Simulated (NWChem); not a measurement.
System: chlorine (Cl2); SMILES ClCl

```xyz
2

Cl     0.0000     0.0000     1.0215
Cl     0.0000     0.0000    -1.0215
```
Atoms are numbered in this order, from 1.

STO-3G and 3-21G are far too small for this property and stand as cheap habits. The geometry was optimised at B3LYP/6-31G* (spherical d).

Task: List the 4 lowest vertical singlet excitations from PBE/3-21G, TDA (NWChem).

Result: 
```csv
state,energy (eV),oscillator strength,leading excitation (squared amplitude)
S1,3.11,0.000,HOMO → LUMO (1.00)
S2,3.11,0.000,HOMO−1 → LUMO (1.00)
S3,5.48,0.000,HOMO−2 → LUMO (1.00)
S4,5.48,0.000,HOMO−3 → LUMO (1.00)
```
